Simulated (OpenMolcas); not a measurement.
# One shape, several levels: H2S2

Wanted: a comparison of 6 runs (HF/STO-3G, B3LYP/STO-3G, PBE/STO-3G, PBE0/STO-3G, SVWN5/STO-3G, MP2/STO-3G) of H2S2. 

The results are computed with OpenMolcas 26.06.

1 further run of the same task is left out (for a known fault of the program).

### 1 Starting point

H2S2 has 4 atoms, charge 0, and is taken as a singlet. The coordinates come from a GFN2-xTB relaxation.

Bond lengths: S1–S2 2.045 Å, S1–H3 1.340 Å, S2–H4 1.340 Å. Angles: S1–S2–H4 98.2°, S2–S1–H3 98.1°.

### 2 The energy at HF/STO-3G (run 1)

input.xyz

```xyz
4

S     -0.427380    -0.511820    -0.893940
S     -0.422510     0.717510     0.740680
H      0.706880    -0.077850    -1.459730
H      0.143010    -0.127830     1.612990
```

calc.inp

```
&GATEWAY
 BasLib = $CurrDir
 Coord = input.xyz
 Basis = STO-3G
 Group = NoSym

&SEWARD

&SCF
 Thresholds = 1e-10 1e-07 1e-07 1e-05
 PrOrbitals = 1 1
```

The basis set STO-3G is read from a file made from the Basis Set Exchange's data (not shown).

Run with:

```
$ export MOLCAS_MEM=1860
$ pymolcas calc.inp > calc.log
```

Log:

```text
--- Start Module: gateway ---
[...]
--- Stop Module: gateway /rc=_RC_ALL_IS_WELL_ ---
--- Start Module: seward ---
[...]
      Basis functions           20
--- Stop Module: seward /rc=_RC_ALL_IS_WELL_ ---
--- Start Module: scf ---
[...]
       Convergence after   9 Iterations
[...]
::    Total SCF energy                               -787.4906818894
[...]
      Total spin, S                                     0.0000000000
[...]
      Total electronic charge=   34.000000
      Total            charge=   -0.000000
[...]
      Dipole Moment (debye):
      Origin of the operator (angstrom)=   -0.3990    0.0966   -0.0719
                   X=  1.0384E+00               Y= -2.5285E-01               Z=  1.8649E-01           Total=  1.0849E+00
      Quadrupole Moment (debye*angstrom):
[...]
--- Stop Module: scf /rc=_RC_ALL_IS_WELL_ ---
[...]
```

Wall time 1.5 s (1 thread of Arm Neoverse V1, shared host); peak memory 0.37 GiB.

### 3 The energy at B3LYP/STO-3G (run 2)

input.xyz is that of step 2.

calc.input

```
* H2S2 Kohn-Sham DFT
>>> EXPORT MOLCAS_PRINT=2
&GATEWAY
BasLib
$CurrDir
Coord
input.xyz
Basis
STO-3G
Group
NoSym
&SEWARD
GridInput
Grid=UltraFine
End of Grid
&SCF
KSDFT
B3LYP
Thresholds
1e-10 1e-07 1e-07 1e-05
PrOrbitals
1 1
```

The basis set STO-3G is read from a file made from the Basis Set Exchange's data (not shown).

Run with:

```
$ export MOLCAS_MEM=1860
$ pymolcas calc.input > calc.log
```

Log:

```text
--- Start Module: gateway ---
[...]
--- Stop Module: gateway /rc=_RC_ALL_IS_WELL_ ---
--- Start Module: seward ---
[...]
      Basis functions           20
--- Stop Module: seward /rc=_RC_ALL_IS_WELL_ ---
--- Start Module: scf ---
[...]
       Convergence after   9 Iterations
[...]
::    Total KS-DFT energy                            -788.7309460432
[...]
      Total spin, S                                     0.0000000000
[...]
      Total electronic charge=   34.000000
      Total            charge=   -0.000000
[...]
      Dipole Moment (debye):
      Origin of the operator (angstrom)=   -0.3990    0.0966   -0.0719
                   X=  9.9587E-01               Y= -2.4240E-01               Z=  1.7870E-01           Total=  1.0404E+00
      Quadrupole Moment (debye*angstrom):
[...]
--- Stop Module: scf /rc=_RC_ALL_IS_WELL_ ---
[...]
```

Wall time 3.6 s (1 thread of Arm Neoverse V1, shared host); peak memory 0.37 GiB.

Runs 3 to 5 aren't shown in full; the table further down has their settings and results.

### 4 The energy at MP2/STO-3G (run 6)

input.xyz is that of step 3.

calc.inp

```
&GATEWAY
 BASLIB=$CurrDir
 COORD=input.xyz
 BASIS=STO-3G
 GROUP=NoSym

&SEWARD

&SCF
 THRESHOLDS=1e-10 1e-07 1e-07 1e-05
 PRORBITALS=1 1

&MBPT2
 FROZEN=10
```

The basis set STO-3G is read from a file made from the Basis Set Exchange's data (not shown).

Run with:

```
$ export MOLCAS_MEM=1860
$ pymolcas calc.inp > calc.log
```

Log:

```text
--- Start Module: gateway ---
[...]
--- Stop Module: gateway /rc=_RC_ALL_IS_WELL_ ---
[...]
      Basis functions           20
[...]
--- Start Module: scf ---
[...]
       Convergence after   9 Iterations
[...]
::    Total SCF energy                               -787.4906818894
[...]
      Total spin, S                                     0.0000000000
[...]
      Total electronic charge=   34.000000
      Total            charge=   -0.000000
[...]
      Dipole Moment (debye):
      Origin of the operator (angstrom)=   -0.3990    0.0966   -0.0719
                   X=  1.0384E+00               Y= -2.5285E-01               Z=  1.8649E-01           Total=  1.0849E+00
      Quadrupole Moment (debye*angstrom):
[...]
--- Stop Module: scf /rc=_RC_ALL_IS_WELL_ ---
--- Start Module: mbpt2 ---
[...]
WARNING!
Default frozen orbitals as non valence orbitals is overwritten by user input.
Default values:  10
[...]
       Reference weight ( Cref**2 )         =        0.97446
::    Total MBPT2 energy                             -787.5380249177
[...]
      Total MBPT2 calculations                           0.04      0.04
--- Stop Module: mbpt2 /rc=_RC_ALL_IS_WELL_ ---
[...]
```

Wall time 1.7 s (1 thread of Arm Neoverse V1, shared host); peak memory 0.37 GiB.

### 5 All runs side by side

| run | level | integration grid | frozen core orbitals | energy (Eh) | dipole moment (D) of the reference | HOMO energy (eV) | LUMO energy (eV) | wall time |
| --- | --- | --- | --- | --- | --- | --- | --- | --- |
| 1 | HF/STO-3G | – | – | -787.490682 | 1.08 | -7.35 | 9.34 | 1.5 s |
| 2 | B3LYP/STO-3G | UltraFine | – | -788.730946 | 1.04 | -3.49 | 4.18 | 3.6 s |
| 3 | PBE/STO-3G | UltraFine | – | -788.354126 | 1.08 | -2.18 | 3.25 | 3.3 s |
| 4 | PBE0/STO-3G | UltraFine | – | -788.471917 | 1.14 | -3.76 | 4.45 | 3.3 s |
| 5 | SVWN5/STO-3G | UltraFine | – | -785.897985 | 1.22 | -2.07 | 3.22 | 3 s |
| 6 | MP2/STO-3G | – | 10 | -787.538025 | 1.08 | -7.35 | 9.34 | 1.7 s |

### 6 Summary of results

```
                                           quantity          value
                                run 6: total energy  -787.53802 Eh
          run 6: dipole moment (mean-field density)         1.08 D
         run 6: HOMO energy (Hartree–Fock orbitals)       -7.35 eV
         run 6: LUMO energy (Hartree–Fock orbitals)        9.34 eV
       run 6: HOMO–LUMO gap (Hartree–Fock orbitals)       16.68 eV
run 6: correlation energy (10 core orbitals frozen)      -47.3 mEh
```

Over runs 1, 2, 3, 4, 5 the dipole moment (its size) runs from 1.04 D (B3LYP/STO-3G) to 1.22 D (SVWN5/STO-3G). Over runs 1, 2, 3, 4, 5 the HOMO–LUMO gap runs from 5.29 eV (SVWN5/STO-3G) to 16.68 eV (HF/STO-3G). Exact exchange widens orbital gaps. Totals of different functionals can't be ranked against each other. In runs 1, 2, 3, 4, 5, 6 the basis is minimal, so the values are rough. All runs together took 16 s, the longest 3.6 s.
